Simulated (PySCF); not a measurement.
Phosphorus pentafluoride, PF5.
Geometry (PBE0-D3(BJ)/def2-SVP, Å), atoms numbered from 1 in this order:
```xyz
6
PF5 angstrom
F      1.562    0.222   -0.208
P     -0.001    0.017    0.020
F     -0.228    1.561   -0.125
F      0.288   -0.600    1.433
F     -0.061   -0.900   -1.251
F     -1.563   -0.195    0.248
```

The calculation used TDDFT CAM-B3LYP/def2-SVPD, vertical, gas phase, core orbitals frozen in the response in PySCF.

Ground-to-excited transition dipoles (e·a0, same axes as the geometry; the sign carries no meaning), for the states with f of 0.002 or more among the lowest 5:

```csv
state,E (eV),μx,μy,μz
S3,10.867,-0.044,0.303,-0.044
S4,10.870,-0.041,-0.051,-0.307
S5,11.345,-0.721,-0.095,0.106
```

Question: Work out the oscillator strengths.

Answer: f = (2/3) ΔE |μ|² with ΔE in hartree (27.2114 eV).

```json
{"state": "S3", "|μ|² (au)": "0.096", "|μ| (D)": "0.79", "f": "0.025"}
{"state": "S4", "|μ|² (au)": "0.099", "|μ| (D)": "0.80", "f": "0.026"}
{"state": "S5", "|μ|² (au)": "0.540", "|μ| (D)": "1.87", "f": "0.150"}
```

Question: What is the point group, and which symmetry does each of these states have?

Answer: D3h. The ground state is totally symmetric, so the direction of μ fixes the label. Polarised along the main axis, so A2″: S5. Polarised across the main axis, so E′: S3 and S4.

Question: Which bond between heavy atoms lies closest to the direction of the S5 transition dipole?

Answer: F1–P2 and P2–F6, at 0° from it; next P2–F5, P2–F3 and P2–F4 at 90°.

Question: What peak molar absorption coefficient would the strongest computed level give as a lone Gaussian band 0.5 eV wide at half height?

Answer: ε(max) = 2.175×10⁸ f / FWHM, with the width in cm⁻¹. S5: 2.175×10⁸ × 0.1502 / 4033 ≈ 8100 L mol⁻¹ cm⁻¹.

S3/S4 coincide within about 0.01 eV; within a degenerate level the directions of the single components are arbitrary.
